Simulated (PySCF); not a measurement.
**H₄NF₂−, an ion with solvent molecules: interaction energy**

Wanted: the interaction energy for `F[H-]F` with `N`.

Programs: PySCF 2.14.0. All values are calculated, for the isolated system unless a continuum is named. Atoms count from 0, parts from 1.

### Step 1. The system as given

7 atoms, charge -1, multiplicity 1; geometry: GFN2-xTB. Parts: 1 = atoms 0–2, `F[H-]F`, charge -1; 2 = atoms 3–6, `N`, charge 0.

### Step 2. Optimising the geometry at PBE0-D3(BJ)/def2-SVPD

Job settings and geometry (Å):

```
{"job": {"xc": "PBE0", "basis": "def2-SVPD", "d3": "d3bj", "grid": 2, "kind": "geom", "shake": 0.01}, "charge": -1, "multiplicity": 1, "parts": [{"atoms": "0-2", "charge": -1, "multiplicity": 1}, {"atoms": "3-6", "charge": 0, "multiplicity": 1}]}
F      0.151093     0.727988    -1.299467
H     -0.330748     0.419080    -0.310784
F     -0.827887     0.113148     0.664049
N     -2.613924     2.024913    -0.950780
H     -2.658778     1.300443    -0.233631
H     -1.917128     1.709091    -1.579973
H     -2.246169     2.842711    -0.494165
```

The run is started by

```console
OMP_NUM_THREADS=1 python cluster_run.py task.json out
```

This one command runs all jobs of the session in turn.

**Question.** The jobs that follow are: CCSD(T)/aug-cc-pVDZ and MP2/aug-cc-pVTZ counterpoise interaction energy, frozen core, gas phase. Predict: point group; rotational constants (main isotopes); interaction energy, CCSD(T) limit estimate; MP2/aug-cc-pVTZ; T1 diagnostic.

**Answer**, as computed:

| quantity | value |
| --- | --- |
| point group | Cs |
| rotational constants (main isotopes) | 9.76, 5.64, 3.62 GHz |
| interaction energy, CCSD(T) limit estimate | -10.54 kcal/mol |
| MP2/aug-cc-pVTZ | -10.10 kcal/mol |
| T1 diagnostic | 0.0149 |

**Reading.** Over 5 steps the energy fell by 0.067 eV; of the bonds of the start, N3–H5 changed most, 0.991 to 1.026 Å. The interaction energy leaves out the deformation of the parts, 0.79 kcal/mol; with it the binding is about -9.76 kcal/mol. The estimate adds CCSD(T) less MP2 in the small basis (-0.18 kcal/mol) to extrapolated MP2. Hartree-Fock gives -8.14 against -10.54 kcal/mol.
